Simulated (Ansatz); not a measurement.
Li3, relaxed as a doublet with UKS PBE/def2-TZVP in Ansatz, starting from the GFN1-xTB geometry. Force threshold 0.02 eV/Å.

The structure comes from a short search, and lower isomers may exist.

Start:

```xyz
3

Li    0.8415   -1.0469    0.3048
Li    0.5197    1.2576   -0.2690
Li   -1.3612   -0.2107   -0.0358
```

**Question.** Estimate the energy that the relaxation releases and the steps that it takes.

**Answer.** 0.58 eV, in 6 steps; 2.8 s on 4 threads of Arm Neoverse V1 on a shared host. No frequencies were taken in this run, so the end may be a saddle point.

**Question.** Does the start keep its bonding and symmetry?

**Answer.** Bonds lost: Li2–Li3 (atoms count from 1). Point group Cs at the start, C2v at the end, both within 0.05 Å; within 0.015 Å the end is Cs.

**Question.** Predict the relaxed structure.

**Answer.** 
```xyz
3

Li    0.9212   -1.1381    0.3317
Li    0.8522    1.5903   -0.3278
Li   -1.7734   -0.4523   -0.0039
```
Bond lengths (bridged metal pairs left out): 2 × Li–Li 2.80 to 2.81 Å.
